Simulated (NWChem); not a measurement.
Everything below was run with NWChem. System: HO, charge 0, spin multiplicity 2, at a geometry optimised with UPBE0/def2-SVP. The structure started from a generated list of species. Its SCF solution wasn't tested for a lower state. Level: ROCCSD(T)/cc-pVTZ, 1 core orbitals frozen.

Input file:

```
start mol
memory heap 100 mb stack 700 mb global 1900 mb
geometry units angstroms nocenter noautoz
  O      0.000000     0.000000     0.108493
  H      0.000000     0.000000    -0.867944
  symmetry group C2v
end
basis spherical
  * library cc-pvtz
end
scf
  rohf
  nopen 1
  maxiter 100
  thresh 1e-7
  semidirect memsize 60000000 filesize 0
  # guess.movecs holds the orbitals of an unrestricted PBE0 run
  vectors input guess.movecs swap 4 5 output mol.movecs
end
tce
  freeze core 1
  ccsd(t)
  2eorb
  2emet 13
  thresh 1e-6
  maxiter 100
  tilesize 24
end
task tce energy
```

Output (cleaned and shortened):

```
             Northwest Computational Chemistry Package (NWChem) 7.3.0
             --------------------------------------------------------

                                NWChem Input Module
                                -------------------

 Scaling coordinates for geometry "geometry" by  1.889725989
 (inverse scale =  0.529177249)

 Turning off AUTOSYM since
 SYMMETRY directive was detected!

                             Geometry "geometry" -> ""
                             -------------------------

 Output coordinates in angstroms (scale by  1.889725989 to convert to a.u.)

  No.       Tag          Charge          X              Y              Z
 ---- ---------------- ---------- -------------- -------------- --------------
    1 O                    8.0000     0.00000000     0.00000000     0.10849300
    2 H                    1.0000     0.00000000     0.00000000    -0.86794400

 Effective nuclear repulsion energy (a.u.)       4.3355771975

            Nuclear Dipole moment (a.u.)
            ----------------------------
        X                 Y               Z
 ---------------- ---------------- ----------------
     0.0000000000     0.0000000000     0.0000000000

      Symmetry information
      --------------------

 Group name             C2v
 Group number             16
 Group order               4
 No. of unique centers     2

      Symmetry unique atoms

     1    2


 Summary of "ao basis" -> "" (spherical)
 ------------------------------------------------------------------------------
       Tag                 Description            Shells   Functions and Types
 ---------------- ------------------------------  ------  ---------------------
 *                          cc-pvtz                   on all atoms

 Summary of "ao basis" -> "ao basis" (spherical)
 ------------------------------------------------------------------------------
       Tag                 Description            Shells   Functions and Types
 ---------------- ------------------------------  ------  ---------------------
 O                          cc-pvtz                 10       30   4s3p2d1f
 H                          cc-pvtz                  6       14   3s2p1d

                                 NWChem SCF Module
                                 -----------------

  ao basis        = "ao basis"
  functions       =    44
  atoms           =     2
  closed shells   =     4
  open shells     =     1
  charge          =   0.00
  wavefunction    = ROHF
  use symmetry    = T
  symmetry adapt  = T

 Summary of "ao basis" -> "ao basis" (spherical)
 ------------------------------------------------------------------------------
       Tag                 Description            Shells   Functions and Types
 ---------------- ------------------------------  ------  ---------------------
 O                          cc-pvtz                 10       30   4s3p2d1f
 H                          cc-pvtz                  6       14   3s2p1d

      Symmetry analysis of basis
      --------------------------

        a1         20
        a2          4
        b1         10
        b2         10

 Forming initial guess at       0.0s

 Swapping ROHF orbitals     4    5

      Symmetry analysis of molecular orbitals - initial
      -------------------------------------------------

  Numbering of irreducible representations:

     1 a1          2 a2          3 b1          4 b2

  Orbital symmetries:

     1 a1          2 a1          3 a1          4 b2          5 b1
     6 a1          7 a1          8 a1          9 b1         10 b2
[...]
  ----- ------------  ---------------      ----- ------------  ---------------
     4      2.574031  1 O  s                 13     -2.505891  1 O  pz
    32     -2.450318  2 H  s                 39     -1.372513  2 H  pz
    33     -0.799333  2 H  s                 21      0.333885  1 O  d  0
     7      0.238790  1 O  pz                 2      0.172911  1 O  s

 center of mass
 --------------
 x =   0.00000000 y =   0.00000000 z =   0.09564922

 moments of inertia (a.u.)
 ------------------
           3.228005521216           0.000000000000           0.000000000000
           0.000000000000           3.228005521216           0.000000000000
           0.000000000000           0.000000000000           0.000000000000

  Mulliken analysis of the total density
  --------------------------------------

    Atom       Charge   Shell Charges
 -----------   ------   -------------------------------------------------------
    1 O    8     8.26   1.95  1.06  0.25  0.64  1.20  1.99  1.15  0.00  0.01  0.00
    2 H    1     0.74   0.25  0.39  0.03  0.02  0.05  0.01

 Mulliken analysis of the open-shell density
 -------------------------------------------

    Atom       Charge   Shell Charges
 -----------   ------   -------------------------------------------------------
    1 O    8     0.99  -0.00  0.00  0.00  0.00  0.28  0.46  0.24  0.00  0.00  0.00
    2 H    1     0.01   0.00  0.00  0.00  0.00  0.01  0.00

       Multipole analysis of the density wrt the origin
       ------------------------------------------------

     L   x y z        total         open         nuclear
     -   - - -        -----         ----         -------
     0   0 0 0     -0.000000     -1.000000      9.000000

     1   1 0 0     -0.000000     -0.000000      0.000000
     1   0 1 0     -0.000000      0.000000      0.000000
     1   0 0 1     -0.705239     -0.158146      0.000000

     2   2 0 0     -3.958693     -1.180167      0.000000
     2   1 1 0      0.000000      0.000000      0.000000
     2   1 0 1     -0.000000     -0.000000      0.000000
     2   0 2 0     -4.864822     -0.388359      0.000000
     2   0 1 1     -0.000000      0.000000      0.000000
     2   0 0 2     -3.281341     -0.439736      3.026451

                   NWChem Extensible Many-Electron Theory Module
                   ---------------------------------------------


            General Information
            -------------------
      Number of processors :     1
         Wavefunction type : Restricted open-shell Hartree-Fock
          No. of electrons :     9
           Alpha electrons :     5
            Beta electrons :     4
           No. of orbitals :    88
            Alpha orbitals :    44
             Beta orbitals :    44
        Alpha frozen cores :     1
         Beta frozen cores :     1
     Alpha frozen virtuals :     0
      Beta frozen virtuals :     0
         Spin multiplicity : doublet
    Number of AO functions :    44
       Number of AO shells :    16
        Use of symmetry is : on
      Symmetry adaption is : on
         Schwarz screening : 0.10D-09

          Correlation Information
          -----------------------
          Calculation type : Coupled-cluster singles & doubles w/ perturbation
   Perturbative correction : (T)
            Max iterations :      100
        Residual threshold : 0.10D-05
     T(0) DIIS level shift : 0.00D+00
     L(0) DIIS level shift : 0.00D+00
     T(1) DIIS level shift : 0.00D+00
     L(1) DIIS level shift : 0.00D+00
     T(R) DIIS level shift : 0.00D+00
     T(I) DIIS level shift : 0.00D+00
   CC-T/L Amplitude update :  5-th order DIIS
                I/O scheme : Global Array Library
        L-threshold :  0.10D-05
        EOM-threshold :  0.10D-05
 no EOMCCSD initial starts read in
 TCE RESTART OPTIONS
 SLICE:      F
 D4D5:       F
 quantumc:   F
 qrotation:  F
 pwtce:      F
 qducc:      F
 nacto:                         0
 nrotv:                         0
 nrot:                          0

            Memory Information
            ------------------
          Available GA space size is     249032928 doubles
          Available MA space size is     104854988 doubles

 Maximum block size supplied by input
 Maximum block size        24 doubles

 tile_dim =     17

 -------------------------------------------------

 Global array virtual files algorithm will be used

 Parallel file system coherency ......... OK

 4-electron integrals stored in orbital form

 v2    file size   =           286362
 4-index algorithm nr.  13 is used
 imaxsize =       30
 imaxsize ichop =        0


CCSD iterations
 ---------------------------------------------------------
 Iter          Residuum       Correlation     Cpu    Wall
 ---------------------------------------------------------
    1   0.1183749281481  -0.2103311687646     0.1     0.1
    2   0.0260875937375  -0.2149432006377     0.1     0.1
    3   0.0089352394458  -0.2175623638818     0.1     0.1
    4   0.0034875885635  -0.2180010337695     0.1     0.1
    5   0.0014533264908  -0.2181981772757     0.1     0.1
    6   0.0003509269248  -0.2182885108658     0.1     0.1
    7   0.0001370787524  -0.2183045518786     0.1     0.1
    8   0.0000669216609  -0.2183048293903     0.1     0.1
    9   0.0000367384226  -0.2183051058104     0.1     0.1
   10   0.0000204383083  -0.2183055420144     0.1     0.1
   11   0.0000037994299  -0.2183060135904     0.1     0.1
   12   0.0000014717243  -0.2183059452147     0.1     0.1
   13   0.0000006895016  -0.2183059569767     0.1     0.1
 -----------------------------------------------------------------
 Iterations converged
 CCSD correlation energy / hartree =        -0.218305956976747
 CCSD total energy / hartree       =       -75.632474914909352

 Singles contributions

 Doubles contributions
 CCSD(T)
 Using plain CCSD(T) code
             total no. of tasks          365
 total no. of tasks / no. procs          365
                         wl_min            8           1.4
                         wl_max        39304           5.8
        thresh for no. of tasks          365

 CCSD[T]  correction energy / hartree =        -0.005411426005314
 CCSD[T] correlation energy / hartree =        -0.223717382982061
 CCSD[T] total energy / hartree       =       -75.637886340914662
 CCSD(T)  correction energy / hartree =        -0.005313849283468
 CCSD(T) correlation energy / hartree =        -0.223619806260215
 CCSD(T) total energy / hartree       =       -75.637788764192820

 Task  times  cpu:        1.4s     wall:        1.4s

 Total times  cpu:        1.5s     wall:        1.5s
```
